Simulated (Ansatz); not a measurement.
in.yaml

```yaml
crystal:
  periodic: [false, false, false]
  atoms:
    - {symbol: Ge, position_ang: [0.000000, 0.325086, 1.226603]}
    - {symbol: Ge, position_ang: [0.000000, 0.325086, -1.226603]}
    - {symbol: Si, position_ang: [0.000000, -1.681598, 0.000000]}
basis:
  gaussian: {orbitals: cc-pVDZ}
magnetization: {spin_polarized: true, initial_magnetization: 2}
correlation: {method: ccsdt_q, electrons: outside_noble_gas}
```

```sh
$ ansatz run in.yaml --threads 1 --pin off --events-out ev --progress --plain --max-ram 2393MiB
```

Q: Roughly how long does this take on 1 thread of Arm Neoverse V1, shared host, and how much host memory?

A: 3.8 min wall and 0.48 GiB.

```
1460 factors; integrals over basis functions are off by at most 1.4e-7 eV
mean field evaluation 1: about -120805.4130 eV, gradient 5.1e0 eV
mean field evaluation 2: about -120805.6169 eV, gradient 5.3e0 eV
mean field evaluation 4: about -120806.1118 eV, gradient 8.7e-1 eV
mean field evaluation 8: about -120806.1313 eV, gradient 7.4e-2 eV
mean field evaluation 16: about -120806.1330 eV, gradient 3.0e-5 eV
mean field evaluation 32: about -120806.1327 eV, gradient 2.1e-2 eV
mean field evaluation 64: about -120805.4868 eV, gradient 3.2e-3 eV
mean field evaluation 96: about -120805.9072 eV, gradient 1.5e0 eV
mean field evaluation 128: about -120806.1325 eV, gradient 8.5e-2 eV
mean field evaluation 160: about -120805.2832 eV, gradient 1.5e0 eV
...
cycle  12  -7.49144657 eV  change   -2.8e-4 eV  update   2.4e-4
cycle  13  -7.49162531 eV  change   -1.8e-4 eV  update   1.3e-4
cycle  14  -7.49170732 eV  change   -8.2e-5 eV  update   6.0e-5
cycle  15  -7.49172383 eV  change   -1.7e-5 eV  update   3.2e-5
cycle  16  -7.49169577 eV  change    2.8e-5 eV  update   1.9e-5
cycle  17  -7.49168173 eV  change    1.4e-5 eV  update   1.0e-5
cycle  18  -7.49167773 eV  change    4.0e-6 eV  update   6.0e-6
cycle  19  -7.49167518 eV  change    2.5e-6 eV  update   3.9e-6
cycle  20  -7.49167771 eV  change   -2.5e-6 eV  update   2.4e-6
cycle  21  -7.49167891 eV  change   -1.2e-6 eV  update   1.3e-6
perturbative correction -0.05560742 eV, -0.0020435349 hartree
Total energy: -120813.68024279 eV, -4439.8208584689 hartree
```
